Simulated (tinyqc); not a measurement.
Worked calculation: extended Hueckel theory, for NH3+. The parameters take no account of the charge, which enters only through the electron count. One step of it, computed by the program tinyqc.

Question. Wolfsberg-Helmholz matrix. H_ij = K' S_ij (H_ii + H_jj)/2 for i != j (the diagonal keeps H_ii), with K' = 1.75.

overlap S, lower triangle:
```
,1N 2s,1N 2px,1N 2py,1N 2pz,2H 1s,3H 1s,4H 1s
1N 2s,1.000000
1N 2px,0.000000,1.000000
1N 2py,0.000000,0.000000,1.000000
1N 2pz,0.000000,0.000000,0.000000,1.000000
2H 1s,0.497257,0.450934,0.000000,-0.028326,1.000000
3H 1s,0.497837,-0.225609,0.390811,-0.028373,0.166402,1.000000
4H 1s,0.497837,-0.225609,-0.390811,-0.028373,0.166402,0.166594,1.000000
```

diagonal H_ii (eV): 1N 2s -26.000000, 1N 2px -13.400000, 1N 2py -13.400000, 1N 2pz -13.400000, 2H 1s -13.600000, 3H 1s -13.600000, 4H 1s -13.600000

K = 1.750000

Give: H.

Answer.

H (eV), lower triangle:
```
,1N 2s,1N 2px,1N 2py,1N 2pz,2H 1s,3H 1s,4H 1s
1N 2s,-26.0000
1N 2px,0.0000,-13.4000
1N 2py,0.0000,0.0000,-13.4000
1N 2pz,0.0000,0.0000,0.0000,-13.4000
2H 1s,-17.2299,-10.6533,0.0000,0.6692,-13.6000
3H 1s,-17.2500,5.3300,-9.2329,0.6703,-3.9604,-13.6000
4H 1s,-17.2500,5.3300,9.2329,0.6703,-3.9604,-3.9649,-13.6000
```
